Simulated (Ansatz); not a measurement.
Relaxation of CH₃AlN (6 atoms, charge -1, multiplicity 1), to a largest force component of 0.02 eV/Å in at most 50 steps.

Computed with RKS PBE0/def2-TZVP (Ansatz).

```xyz
6
Properties=species:S:1:pos:R:3
C 0.115 -0.225 -0.719
N -1.090 -0.736 0.301
Al -0.087 0.408 1.077
H -0.355 0.205 -1.622
H 0.694 -1.111 -1.040
H -1.886 -1.134 0.838
```

Where does it end, and by what steps?

It converged. Limits of this set-up: an anion without diffuse functions, the dipole of an ion depends on the origin. After 7 steps the energy has fallen by 1.722 eV; H6 moved furthest, 0.53 Å.

```csv
step,energy less start (eV),largest force component (eV/Å),accepted
0,0.0000,2.724,yes
1,-0.7360,2.057,yes
2,-1.5333,1.237,yes
3,-1.7115,0.391,yes
4,-1.7184,0.333,yes
5,-1.7216,0.111,yes
6,-1.7221,0.024,yes
7,-1.7222,0.005,yes
```

```xyz
6
Properties=species:S:1:pos:R:3
C -0.065 -0.336 -0.644
N -0.996 -0.598 0.445
Al 0.113 0.615 1.185
H -0.483 0.154 -1.538
H 0.579 -1.177 -0.950
H -1.757 -1.252 0.337
```

Run time: 21 s on 2 threads of Intel(R) Xeon(R) Platinum 8375C CPU @ 2.90GHz (Ice Lake), with other jobs on the host, peak memory 0.19 GiB.
